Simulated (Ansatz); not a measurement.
C₅H₆, SMILES `C#C/C=C/C`, relaxed with RKS PBE0-D4/def2-TZVP in the Gaussian-basis code of Ansatz from a PBE-D4/def2-SVP geometry. The force threshold is 0.005 eV/Å; the program also tests the step.

Charge 0, multiplicity 1.

Start:

```xyz
11

C     2.287   -1.047   -1.781
C     1.331   -0.499   -1.241
C     0.217    0.159   -0.651
C    -0.260   -0.091    0.596
C    -1.430    0.602    1.213
H     3.130   -1.535   -2.249
H    -0.283    0.928   -1.270
H     0.249   -0.860    1.203
H    -1.874    1.356    0.532
H    -1.142    1.113    2.157
H    -2.225   -0.125    1.491
```

| step | energy (eV) | largest force (eV/Å) | largest move (Å) |
| --- | --- | --- | --- |
| 1 | -5275.7948 | 1.286 | 0.000 |
| 2 | -5275.8691 | 0.188 | 0.050 |
| 3 | -5275.8723 | 0.033 | 0.009 |
| 4 | -5275.8724 | 0.023 | 0.003 |
| 5 | -5275.8724 | 0.011 | 0.006 |
| 6 | -5275.8724 | 0.010 | 0.002 |
| 7 | -5275.8724 | 0.002 | 0.001 |

End:

```xyz
11

C     2.256   -1.035   -1.753
C     1.317   -0.494   -1.229
C     0.207    0.164   -0.645
C    -0.253   -0.091    0.582
C    -1.415    0.595    1.202
H     3.088   -1.518   -2.208
H    -0.283    0.920   -1.256
H     0.251   -0.850    1.175
H    -1.851    1.336    0.530
H    -1.123    1.099    2.129
H    -2.194   -0.125    1.473
```

Run time 18 s (4 threads of a server CPU on a shared host); peak host memory 0.43 GiB.
